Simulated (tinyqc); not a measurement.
Worked calculation: Pariser-Parr-Pople SCF with singles CI, for the molecule C=C1C=C1 (SMILES; centres numbered as the heavy atoms are written). Computed by tinyqc, a small Python program that keeps every step. Settings: charge = 0, gamma = Ohno, start = huckel, damping = 0.3, iteration cap = 61, excitations kept = 6. Command: `OMP_NUM_THREADS=1 python tinyqc.py 20257 20258 out.jsonl` (the two numbers bound the seeds that draw the settings). One thread of a shared host (Intel(R) Xeon(R) Processor @ 2.60GHz), about 0.01 s of CPU time with the checks. Later iterations appear only in the table of the cycle.

## PPP integrals

Centres (angstrom, eV; a flat drawing with bonds scaled to 1.40 angstrom):
```
centre,x,y,core charge z,W,gamma_rr
1C,1.65600,0.00000,1,11.61000,9.51000
2C,0.25600,0.00000,1,11.61000,9.51000
3C,-0.95600,0.70000,1,11.61000,9.51000
4C,-0.95600,-0.70000,1,11.61000,9.51000
```

Resonance integrals (eV):
```
i,j,beta
1,2,-2.13000
2,3,-2.13000
3,4,-2.13000
4,2,-2.13000
```

Ohno: gamma = 14.399645/sqrt(R^2 + a^2), a = 2 x 14.399645/(gamma_rr + gamma_ss); H_rr = -W_r - sum_(s != r) z_s gamma_rs; H_rs = beta for bonds.

repulsion gamma_rs (eV), lower triangle:
```
,1C,2C,3C,4C
1C,9.51000
2C,6.98266,9.51000
3C,4.64620,6.98352,9.51000
4C,4.64620,6.98352,6.98266,9.51000
```

core matrix H (eV), lower triangle:
```
,1C,2C,3C,4C
1C,-27.88506
2C,-2.13000,-32.55970
3C,0.00000,-2.13000,-30.22238
4C,0.00000,-2.13000,-2.13000,-30.22238
```

## Starting guess

pi electrons, sum of z_r less the charge = 4

Orbitals of the Hueckel matrix of the beta values.

P at the start, lower triangle:
```
,1C,2C,3C,4C
1C,1.48806
2C,0.75829,0.87683
3C,-0.30561,0.45267,0.81756
4C,-0.30561,0.45267,0.81756,0.81756
```

## Iteration 1: Fock matrix

F_rr = H_rr + P_rr gamma_rr / 2 + sum_(s != r) P_ss gamma_rs; F_rs = H_rs - P_rs gamma_rs / 2; E = tr P (H + F) / 2 + core repulsion sum_(r<s) z_r z_s gamma_rs.

F (eV), lower triangle:
```
,1C,2C,3C,4C
1C,-7.08969
2C,-4.77743,-6.58093
3C,0.70997,-3.71063,-7.58901
4C,0.70997,-3.71063,-4.98436,-7.58901
```

pi energy = -53.64622 eV

## Iteration 1: orbitals and new P

Diagonalise F (the basis is taken as orthonormal) and form P = 2 sum c c over the lowest orbitals; 0.3 of the old P is kept.

orbital energies (eV): -15.94847  -9.99795  -2.60465  -0.29758

P after iteration 1, lower triangle:
```
,1C,2C,3C,4C
1C,1.38907
2C,0.81688,0.90347
3C,-0.29629,0.39949,0.85373
4C,-0.29629,0.39949,0.85373,0.85373
```

## Iteration 2: Fock matrix

As before.

F (eV), lower triangle:
```
,1C,2C,3C,4C
1C,-7.03821
2C,-4.98201,-6.64022
3C,0.68832,-3.52492,-7.43829
4C,0.68832,-3.52492,-5.11065,-7.43829
```

pi energy = -53.80797 eV

## Iteration 2: orbitals and new P

As before.

orbital energies (eV): -15.77523  -10.16871  -2.32764  -0.28342

P after iteration 2, lower triangle:
```
,1C,2C,3C,4C
1C,1.33111
2C,0.84806,0.92229
3C,-0.28943,0.36887,0.87330
4C,-0.28943,0.36887,0.87330,0.87330
```

## Convergence

Stop when output and input P, before any damping, agree to 1e-7.

Course of the cycle:
```
iteration,E (eV),largest |P(out) - P(in)|
1,-53.6462234,1.41e-01
2,-53.8079657,8.28e-02
3,-53.8873344,4.80e-02
4,-53.9211272,2.77e-02
5,-53.9345087,1.60e-02
6,-53.9395814,9.19e-03
7,-53.9414494,5.29e-03
8,-53.9421233,3.05e-03
9,-53.9423626,1.76e-03
10,-53.9424467,1.01e-03
11,-53.9424759,5.83e-04
...,...,...
17,-53.9424912,2.14e-05
18,-53.9424912,1.23e-05
19,-53.9424912,7.10e-06
20,-53.9424912,4.09e-06
21,-53.9424912,2.36e-06
22,-53.9424912,1.36e-06
23,-53.9424912,7.84e-07
24,-53.9424912,4.52e-07
25,-53.9424912,2.61e-07
26,-53.9424912,1.50e-07
27,-53.9424912,8.66e-08
```

Converged in 27 iterations.

## Converged orbitals

Charges are z - P_rr.

orbital energies (eV): -15.53548  -10.34304  -1.95179  -0.28662

coefficients:
```
,MO1,MO2,MO3,MO4
1C,0.26151,0.74666,0.00000,-0.61164
2C,0.56716,0.39388,0.00000,0.72332
3C,0.55224,-0.37905,0.70711,-0.22661
4C,0.55224,-0.37905,-0.70711,-0.22661
```

pi charges: 1C -0.25179, 2C 0.04638, 3C 0.10270, 4C 0.10270

## Singles CI, singlets

Over the 4 single excitations with the smallest orbital gaps: A = (e_a - e_i) delta + 2 (ia|jb) - (ij|ab), with (pq|rs) = sum c_mp c_mq gamma_mn c_nr c_ns. f = 2/3 w |mu|^2 in atomic units, mu = sqrt2 sum c_ia sum_m c_mi c_ma R_m.

singlet CI matrix (eV), lower triangle:
```
,2>3,2>4,1>3,1>4
2>3,3.07417
2>4,0.00000,4.96152
1>3,-0.07302,0.00000,7.53130
1>4,0.00000,-0.29897,0.00000,9.01010
```

singlet excitation energies (eV): 3.07297  4.93956  7.53250  9.03206

oscillator strengths: 0.07212  0.60911  0.40272  0.03155

## Singles CI, triplets

Over the 4 single excitations with the smallest orbital gaps: A = (e_a - e_i) delta - (ij|ab), with (pq|rs) = sum c_mp c_mq gamma_mn c_nr c_ns.

triplet CI matrix (eV), lower triangle:
```
,2>3,2>4,1>3,1>4
2>3,2.34793
2>4,0.00000,2.68902
1>3,0.98506,0.00000,5.98977
1>4,0.00000,-0.74458,0.00000,8.24629
```

triplet excitation energies (eV): 2.09856  2.59098  6.23913  8.34432
